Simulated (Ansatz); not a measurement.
**CH₂O₂: one structure at several levels**

One table from this session's results is given with a row withheld; the runs are named, their logs left out.

Program: Ansatz 0.2.0, Gaussian basis. Level of theory: single points in def2-TZVPP. These are calculated values, not measurements.

Correlated methods freeze the cores.

## The system as given

5 atoms, charge 0, spin multiplicity 1.

Atoms are counted from 1 here; the program's logs count them from 0.

Bond lengths: O2–C3 1.276 Å, C3–H4 1.292 Å, C3–O5 1.490 Å. Angles: O2–C3–H4 137.3°, O2–C3–O5 112.8°, H4–C3–O5 107.7°.

As a file:

```
H    -0.9017    0.3795   -0.4403
O    -0.5140    0.7177    0.8148
C     0.3581   -0.0403    0.2740
H     1.3507   -0.7705    0.6607
O    -0.0369   -0.4961   -1.0887
```

Set-up of the first run:

File run/in.yaml:

```yaml
crystal:
  periodic: [false, false, false]
  atoms:
    - {symbol: H, position_ang: [-0.901700, 0.379500, -0.440300]}
    - {symbol: O, position_ang: [-0.514000, 0.717700, 0.814800]}
    - {symbol: C, position_ang: [0.358100, -0.040300, 0.274000]}
    - {symbol: H, position_ang: [1.350700, -0.770500, 0.660700]}
    - {symbol: O, position_ang: [-0.036900, -0.496100, -1.088700]}
basis:
  gaussian: {orbitals: def2-TZVPP}
correlation: {method: ccsd_t}
output: {forces: true}
```

No record of the launch command was kept for these runs.

Steps of the session up to this table: CCSD(T)/def2-TZVPP; PBE0-D4/def2-TZVPP; wB97M-V/def2-TZVPP; r2SCAN-D4/def2-TZVPP; PBE-D4/def2-TZVPP; LC-wPBE/def2-TZVPP; BHLYP-D4/def2-TZVPP.

One of the session's tables, all rows but one given; the rest of the session is left out.

```
   method  RMS force component (eV/Å)  angle to CCSD(T) forces (°)  dipole (D)
  CCSD(T)                       2.793                    reference        1.63
  PBE0-D4                       2.975                          5.7        1.67
  wB97M-V                           ?                            ?           ?
r2SCAN-D4                       2.780                          2.5        1.59
   PBE-D4                       2.583                          3.3        1.50
  LC-wPBE                       3.137                          6.6        1.77
 BHLYP-D4                       3.265                         10.0        1.84
```

Estimate the missing values for wB97M-V.

As computed: RMS force component (eV/Å): 2.975; angle to CCSD(T) forces (°): 5.0; dipole (D): 1.72.
